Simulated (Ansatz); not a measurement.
A run of Ansatz (development build ahead of 0.2.0) on singlet C₅H₁₂ at this shape:

```yaml
atoms:
  - { symbol: C, position_ang: [0.0010, -0.0253, 0.0431] }
  - { symbol: C, position_ang: [0.8453, 0.8902, 0.9151] }
  - { symbol: C, position_ang: [0.8940, -0.9083, -0.9265] }
  - { symbol: C, position_ang: [-0.8975, 0.8371, -0.8730] }
  - { symbol: C, position_ang: [-0.8736, -0.8530, 0.8461] }
  - { symbol: H, position_ang: [0.3215, 1.5526, 1.5348] }
  - { symbol: H, position_ang: [1.5377, 0.2280, 1.5496] }
  - { symbol: H, position_ang: [1.4850, 1.5416, 0.2670] }
  - { symbol: H, position_ang: [0.2391, -1.5610, -1.5125] }
  - { symbol: H, position_ang: [1.5217, -0.2358, -1.5620] }
  - { symbol: H, position_ang: [1.4860, -1.5205, -0.2831] }
  - { symbol: H, position_ang: [-1.4876, 0.2568, -1.5398] }
  - { symbol: H, position_ang: [-1.5706, 1.5654, -0.2862] }
  - { symbol: H, position_ang: [-0.2957, 1.5783, -1.5426] }
  - { symbol: H, position_ang: [-1.5488, -1.5642, 0.3117] }
  - { symbol: H, position_ang: [-0.2656, -1.5272, 1.4850] }
  - { symbol: H, position_ang: [-1.5459, -0.2995, 1.5756] }
```

Its results:

```json
{"Converged": "yes", "Total energy": "-196.37834 hartree", "Spin squared of the determinant": "0.000"}
```

Problem. Which input gives this output? Name the method, the orbitals and the basis set, and write the input.

Solution. RHF in def2-TZVP. An unrestricted run that stays on the closed shell gives the same numbers.

```yaml
crystal:
  periodic: [false, false, false]
  atoms:
    - { symbol: C, position_ang: [0.00098, -0.0253, 0.04312] }
    - { symbol: C, position_ang: [0.84533, 0.89022, 0.91508] }
    - { symbol: C, position_ang: [0.894, -0.90835, -0.92649] }
    - { symbol: C, position_ang: [-0.89754, 0.83713, -0.87299] }
    - { symbol: C, position_ang: [-0.87361, -0.85304, 0.84611] }
    - { symbol: H, position_ang: [0.32147, 1.55256, 1.53475] }
    - { symbol: H, position_ang: [1.53768, 0.22802, 1.54964] }
    - { symbol: H, position_ang: [1.48497, 1.54164, 0.26695] }
    - { symbol: H, position_ang: [0.23911, -1.56102, -1.5125] }
    - { symbol: H, position_ang: [1.52171, -0.23584, -1.56205] }
    - { symbol: H, position_ang: [1.48603, -1.5205, -0.28312] }
    - { symbol: H, position_ang: [-1.48756, 0.25677, -1.53976] }
    - { symbol: H, position_ang: [-1.57063, 1.56542, -0.28616] }
    - { symbol: H, position_ang: [-0.29568, 1.57835, -1.5426] }
    - { symbol: H, position_ang: [-1.54883, -1.56423, 0.31171] }
    - { symbol: H, position_ang: [-0.26562, -1.52721, 1.48498] }
    - { symbol: H, position_ang: [-1.54594, -0.29952, 1.57555] }
basis:
  gaussian: { orbitals: def2-TZVP }
hamiltonian:
  xc: hf
```
